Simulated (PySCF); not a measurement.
Gas-phase reaction: SiCl2F2 ⇌ SiCl2 + 2 F

Computed with PySCF and rigid-rotor harmonic-oscillator thermochemistry at 1 bar. † marks an energy on the PBE0/def2-TZVP geometry and frequencies; other levels use their own. CCSD(T) freezes the core. Open shells (unrestricted): F (multiplicity 2, electronic degeneracy 6); the rest are closed-shell singlets. Spin-orbit splitting is ignored; it lowers the true energy and changes the entropy of F. B3LYP is the form with VWN-RPA correlation. CCSD(T) isn't extrapolated to the basis-set limit; its ΔH°(298 K) is 1016.0 kJ in def2-SVP and 1095.3 kJ in def2-TZVPP. The harmonic model lacks anharmonicity and excited electronic states, which grow with temperature; levels with a mode under 35 cm⁻¹ are left out.

| level | ΔE electronic, kJ | ΔH°(298 K), kJ | ΔS°(298 K), J/K | ΔG°(1400 K), kJ |
|---|---|---|---|---|
| B3LYP/def2-TZVP† | 1087 | 1075 | 280 | 682 |
| BLYP/def2-TZVP† | 1081 | 1070 | 280 | 676 |
| CCSD(T)/def2-TZVPP† | 1107 | 1095 | 280 | 702 |
| HF/def2-TZVP† | 882 | 871 | 280 | 477 |
| M06-2X/def2-TZVP† | 1126 | 1115 | 280 | 721 |
| PBE/def2-SVP | 1100 | 1089 | 278 | 699 |
| PBE/def2-TZVP† | 1117 | 1106 | 280 | 712 |
| r2SCAN/def2-TZVP† | 1134 | 1123 | 280 | 729 |
ΔH° is lowest at HF/def2-TZVP† and highest at r2SCAN/def2-TZVP†. No reference value is set beside these.
